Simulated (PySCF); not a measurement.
Worked example: building the atomization energy of OF₂, singlet

Measured: the G2/97 heats of formation, with zero-point and thermal terms from B3LYP taken off, give an electronic atomization energy of 92.9 kcal/mol (Curtiss et al., J. Chem. Phys. 106, 1063 (1997); Staroverov et al., J. Chem. Phys. 119, 12129 (2003)). The calculation below tries to reproduce it.

Geometry (MP2(full)/6-31G*, from the G2/97 set):

```xyz
3

F     0.0000    1.1106   -0.2636
O     0.0000    0.0000    0.6260
F     0.0000   -1.1106   -0.2636
```

Atomization energies (atoms less molecule, kcal/mol) from PySCF 2.14.0, frozen cores, restricted molecule, unrestricted atoms (their steps beyond CCSDT from full CI of the atoms), sets cc-pVDZ, cc-pVTZ, cc-pVQZ:

```
   level      DZ      TZ      QZ
      HF  -51.70  -43.43  -43.32
 CCSD(T)   67.30   84.34   88.72
   CCSDT   67.50       –       –
CCSDT(Q)   69.04       –       –
```

Task: Extrapolate Hartree–Fock with exp(−5.46 √X) and the CCSD(T) correlation part with X⁻³ (X = 3, 4), add each higher step from the largest set that has it, and compare with the measured value.

Result: Hartree–Fock: -43.32 + (-43.32 − -43.43) × 0.301 = -43.29.
Correlation: TZ 127.77, QZ 132.04; (64 × 132.04 − 27 × 127.77) / 37 = 135.16.
Full triples (DZ): 67.50 − 67.30 = 0.20.
(Q) (DZ): 69.04 − 67.50 = 1.54.
Sum: 93.6 kcal/mol, 0.7 above the measured 92.9.

The steps beyond CCSD(T) add 1.74 kcal/mol, while going from QZ to the limit adds 3.15. Core correlation, scalar relativity, spin–orbit terms and the relaxation from this MP2 geometry are missing from the sum, and the measured value has its own uncertainty.
